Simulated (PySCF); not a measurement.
Molecule: SMILES C=C=CC(C)=O, C5H6O.

Bonds (- single, = double, # triple, : aromatic): C1=C2 1.305 Å, C2=C3 1.315 Å, C3-C4 1.491 Å, C4-C5 1.507 Å, C4=O6 1.210 Å. C1 carries H7, H8; C3 carries H9; C5 carries H10, H11, H12.

Spin–spin couplings on one PBE0-D3(BJ)/def2-SVP geometry, PySCF 2.14, gas phase, non-relativistic, equivalent pairs averaged (without the spin–dipole term); isotopes 13C, 1H, 17O; basis pcJ-1.

How do the couplings (Hz) change with the functional? Times are CPU seconds on shared hosts with different chips, so compare them loosely.

Results:


```
functional  functions  1J(C3,H9)  1J(C1,H7)  1J(C5,H10)  1J(C1,C2)  1J(C2,C3)  1J(C3,C4)  1J(C4,O6)  core-s
       LDA        222      139.8      139.6       102.6       86.6       82.5       39.2       37.7      27
       PBE        222      165.3      165.7       123.0       99.0       93.7       48.2       36.8      37
       KT2        222      178.6      179.6       129.4       85.5       80.2       38.5       42.6      38
     B3LYP        222      180.2      181.7       135.0      108.9      103.9       57.0       32.6      24
      PBE0        222      171.4      172.6       127.1      105.7      101.3       55.7       32.6      36
     B97-2        222      162.9      164.7       121.2      104.6       99.4       54.5       31.2      48
 BHandHLYP        222      196.6      198.7       145.3      124.1      119.7       70.3       24.2      24
 CAM-B3LYP        222      178.2      179.6       132.5      107.3      103.1       58.3       31.9      32
``` Left out for a near triplet instability: HF/pcJ-1.
